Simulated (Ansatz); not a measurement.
hcp Cd, treated with r²SCAN (plane waves, PAW; Ansatz, a first-principles code).

Settings: plane-wave cutoff 600 eV, 18×18×8 k mesh (along the axes of the cell as run), Fermi–Dirac smearing 0.1 eV, finite displacements, scalar-relativistic PAW data made under PBE.

Computed at the level's own relaxed cell.

```cif
data_Cd2
_chemical_formula_sum 'Cd2'
_space_group_name_H-M_alt 'P63/mmc'
_space_group_IT_number 194
_space_group_name_Hall '-P 6c 2c'
_cell_length_a 2.96693
_cell_length_b 2.96693
_cell_length_c 5.76778
_cell_angle_alpha 90.000
_cell_angle_beta 90.000
_cell_angle_gamma 120.000
loop_
_atom_site_label
_atom_site_type_symbol
_atom_site_symmetry_multiplicity
_atom_site_Wyckoff_symbol
_atom_site_fract_x
_atom_site_fract_y
_atom_site_fract_z
_atom_site_occupancy
Cd1 Cd 2 c 0.33333 0.66667 0.25000 1
```

Harmonic phonon frequencies (cm⁻¹; i marks an imaginary mode):

```
q point          frequencies
-------  -------------------
Γ             0 0 0 36 36 83
M        37 38 76 77 148 153
A                        [?]
L        26 26 75 75 152 152
```

Complete the blanks.


- A, frequencies: 30 30 30 30 55 55

No imaginary mode appears at these points.
